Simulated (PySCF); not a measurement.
Compound: difluorophosphine, F2HP.
Atom-mapped SMILES: `[F:1][PH:2][F:3]` (hydrogens: H4 on P2)

Method: PBE0-D3(BJ)/def2-SVP geometry optimisation, gas phase (PySCF 2.14.0); density fitting, grid level 1; the optimiser is geomeTRIC in internal coordinates, started from a GFN2-xTB structure.

Geometry at step 0:
```
atom  x, y, z in Å
F1     -1.1481   -0.7072   -0.2068
P2     -0.0020    0.0759    0.6218
F3      1.2269   -0.5703   -0.2059
H4     -0.0666    1.2063   -0.2319
```

Question: Give the atomic forces at this geometry.

Answer: 
| atom | Fx (eV/Å) | Fy (eV/Å) | Fz (eV/Å) |
| --- | --- | --- | --- |
| F1 | -0.273 | -0.008 | 0.451 |
| P2 | 0.037 | -0.684 | -0.976 |
| F3 | 0.274 | 0.038 | 0.452 |
| H4 | -0.038 | 0.655 | 0.072 |

The largest, 1.19 eV/Å, acts on P2; the rms over all components is 0.449 eV/Å. The forces sum to zero within rounding, as they must for an isolated molecule in no field.

Question: Give the force on P2 in Eh/bohr and in nN.

Answer: 1.192 eV/Å ÷ 51.422 = 0.02319 Eh/bohr, and 1.192 eV/Å × 1.602 = 1.91 nN.

Question: How far is this geometry from the end of the optimisation?

Answer: 0.059 eV above it, and 0.045 Å rms away after alignment. The bonds farthest from their final lengths, with half the difference of the two atoms' forces along the bond (positive lengthens):

```csv
bond,now (Å),final (Å),force along bond (eV/Å)
P2–H4,1.418,1.442,+0.22
F1–P2,1.617,1.609,-0.42
P2–F3,1.616,1.610,-0.42
```

The angle farthest from its final value is F1–P2–F3, 94.8° against 99.4°.

What follows is the cost of the whole optimisation. Hardware: one thread, AMD EPYC 9R45 (x86_64) (shared host). Cost: 2.3 s, 0.28 GiB resident at most.
